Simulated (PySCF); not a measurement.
Consider cyclobutanone, `O=C1CCC1` (C4H6O). Coordinates in Å; atoms count from 1 in this order:
```
O     2.3278   -0.1886   -0.2524
C     1.1422   -0.0910   -0.1241
C     0.1139    0.9367   -0.5840
C    -0.9817    0.0772    0.0951
C     0.0823   -0.9490    0.5583
H     0.2807    1.9403   -0.1610
H     0.0526    1.0362   -1.6796
H    -1.5102    0.5827    0.9147
H    -1.7293   -0.3305   -0.5986
H     0.2312   -1.0432    1.6460
H     0.0026   -1.9641    0.1375
```

These are calculated values, ωB97X-D3(BJ)/ma-def2-TZVP in PySCF (grid level 2) at geometries from PBE0-D3(BJ)/ma-def2-SVP. The prefix ma- adds one diffuse s and one diffuse p function on all atoms but H. Thermal corrections: PBE0-D3(BJ)/ma-def2-SVP frequencies, unscaled, ideal gas at 298.15 K and 1 bar, quasi-RRHO entropy.

**Question.** Rank these of its positions by gas-phase deprotonation enthalpy, most acidic first.
A. C3 (carbon α to the carbonyl-type group)
B. C4 (methylene carbon)

**Answer.** A (1551 kJ/mol), B (1679 kJ/mol).

**Question.** For C4 (methylene carbon), what are ΔE (electronic) and ΔG(298 K) of the loss of the proton?

**Answer.** ΔE = 1712 and ΔG = 1648 kJ/mol, beside ΔH = 1679 kJ/mol. The product is `O=C1C[CH-]C1`.

**Question.** Of those listed, which site of deprotonation is favoured in cyclohexane (IEF-PCM), and by how much?

**Answer.** C3 (carbon α to the carbonyl-type group), by 130 kJ/mol over C4 (methylene carbon); the gas phase favours the same one.
